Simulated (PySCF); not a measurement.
Gas-phase reaction: 2 SiO₂ + 5 H₂ + 2 SiH₃ ⇌ 4 H₃SiOH

Method: PySCF energies plus ideal-gas RRHO corrections (1 bar). † marks an energy on the PBE0/def2-TZVP geometry and frequencies; other levels use their own. MP2 and CCSD(T) freeze the core. Open shells (unrestricted): SiH₃ (multiplicity 2); the rest are closed-shell singlets. H₃SiOH: computed as isolated molecules; such fragments, hydroxides, amides, oligomers or adducts are transient or little studied in the gas. MP2 isn't extrapolated to the basis-set limit; its ΔH°(298 K) is -934.3 kJ in def2-SVP and -933.0 kJ in def2-TZVPP. CCSD(T) isn't extrapolated to the basis-set limit; its ΔH°(298 K) is -966.8 kJ in def2-SVP and -971.2 kJ in def2-TZVPP. The harmonic model lacks anharmonicity and excited electronic states, which grow with temperature; levels with a mode under 35 cm⁻¹ are left out. Internal rotation in H₃SiOH is treated as a harmonic vibration of one conformer, which makes the entropy rough. Warning, large T1 diagnostic: SiO₂ (CCSD(T)/def2-TZVPP†).

ΔH° and ΔS° at 298 K: CCSD(T)/def2-TZVPP† -971 kJ, -518 J/K; MP2/def2-TZVPP† -933 kJ, -518 J/K; PBE/def2-SVP -921 kJ, -525 J/K; PBE0/def2-SVP† -1048 kJ, -518 J/K; ωB97M-V/def2-TZVP† -997 kJ, -518 J/K; ωB97X-V/def2-TZVP† -1026 kJ, -518 J/K.

**Question.** With the heat capacities included, give log10 K (1 bar) at 500, 800, 1200, 1800, 2000 K from CCSD(T)/def2-TZVPP†, MP2/def2-TZVPP†, PBE/def2-SVP, PBE0/def2-SVP†, ωB97M-V/def2-TZVP†, ωB97X-V/def2-TZVP†.

**Answer.** 
```tsv
T (K)	CCSD(T)/def2-TZVPP†	MP2/def2-TZVPP†	PBE/def2-SVP	PBE0/def2-SVP†	ωB97M-V/def2-TZVP†	ωB97X-V/def2-TZVP†
500	74.0	70.0	68.4	82.0	76.7	79.7
800	35.4	32.9	31.8	40.4	37.1	39.0
1200	14.0	12.3	11.5	17.4	15.1	16.4
1800	0.0	-1.1	-1.8	2.2	0.7	1.6
2000	-2.8	-3.8	-4.4	-0.8	-2.1	-1.4
```
